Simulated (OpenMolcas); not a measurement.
# CH4OSi (SMILES CO[SiH]): B3LYP/6-31G(d) (Cartesian functions)

We compute an optimisation with harmonic vibrations of CH4OSi. 

The results are computed with OpenMolcas 26.06.

1 further run of the same task is left out (set aside as unsound or not needed). Runs told in other sessions of the task aren't counted.

### Step 1. The structure to begin with

CH4OSi: 7 atoms, total charge 0, spin state singlet. SMILES: `CO[SiH]`. The shape is that of a PBE0-D4/def2-TZVP optimisation. This is one conformer, not always the lowest. The run starts from this shape.

Bond lengths: C1–O2 1.410 Å, O2–Si3 1.639 Å, C1–H4 1.092 Å, C1–H5 1.095 Å, C1–H6 1.092 Å, Si3–H7 1.552 Å. Angles: C1–O2–Si3 130.6°, O2–C1–H4 109.2°, O2–C1–H5 110.9°, O2–C1–H6 109.2°, O2–Si3–H7 97.1°, H4–C1–H5 109.5°, H4–C1–H6 108.5°, H5–C1–H6 109.5°.

### Step 2. An optimisation with harmonic vibrations at B3LYP/6-31G(d) (Cartesian functions)

Contents of test.input:

```
* CH4OSi Kohn-Sham DFT

&GATEWAY
 BasLib=$CurrDir
 BasisSet
 C.6-31Gs....
 C1 -0.512400 0.485500 -0.338500 angstrom
 End of Basis
 BasisSet
 O.6-31Gs....
 O2 -0.443200 -0.446500 0.717600 angstrom
 End of Basis
 BasisSet
 Si.6-31Gs....
 Si3 0.796900 -1.387300 1.229900 angstrom
 End of Basis
 BasisSet
 H.6-31Gs....
 H4 -1.296400 0.180800 -1.035500 angstrom
 H5 0.443800 0.547500 -0.868700 angstrom
 H6 -0.769300 1.467500 0.065400 angstrom
 H7 1.841700 -0.915600 0.184100 angstrom
 End of Basis
>>> EXPORT MOLCAS_MAXITER=50
>>> Do While

&SEWARD

&SCF
 KSDFT=B3LYP
 PrOrbitals=0

&SLAPAF
>>> EndDo
>>> COPY $Project.Opt.xyz $CurrDir/final.xyz
>>> COPY $Project.slapaf.h5 $CurrDir/final.slapaf.h5

&MCKINLEY
```

The basis set 6-31G* is read from a file made from the Basis Set Exchange's data (not shown).

Run with:

```bash
$ export MOLCAS_MEM=1860
$ pymolcas test.input > test.log
```

Q: Predict the results. Wanted: total energy; dipole moment; HOMO energy; LUMO energy; HOMO–LUMO gap; lowest harmonic wavenumber; highest harmonic wavenumber; zero-point energy; ideal-gas entropy at 298.15 K and 1 atm.

**Answer.** As computed:

Level: B3LYP/6-31G* (Cartesian functions).

| quantity | value |
| --- | --- |
| total energy | -405.20339 Eh |
| dipole moment | 1.85 D |
| HOMO energy | -6.26 eV |
| LUMO energy | -2.01 eV |
| HOMO–LUMO gap | 4.25 eV |
| lowest harmonic wavenumber | 151 cm⁻¹ |
| highest harmonic wavenumber | 3118 cm⁻¹ |
| zero-point energy | 129.9 kJ/mol |
| ideal-gas entropy at 298.15 K and 1 atm (symmetry number 1 as used) | 66.7 cal/(mol K) |

In words: At the final geometry: Bond lengths: C1–O2 1.423 Å, O2–Si3 1.660 Å, C1–H4 1.095 Å, C1–H5 1.097 Å, C1–H6 1.095 Å, Si3–H7 1.556 Å. Angles: C1–O2–Si3 130.0°, O2–C1–H4 109.0°, O2–C1–H5 111.3°, O2–C1–H6 109.0°, O2–Si3–H7 97.3°, H4–C1–H5 109.5°, H4–C1–H6 108.5°, H5–C1–H6 109.5°. All 15 modes are real, so the shape is a minimum at this level.
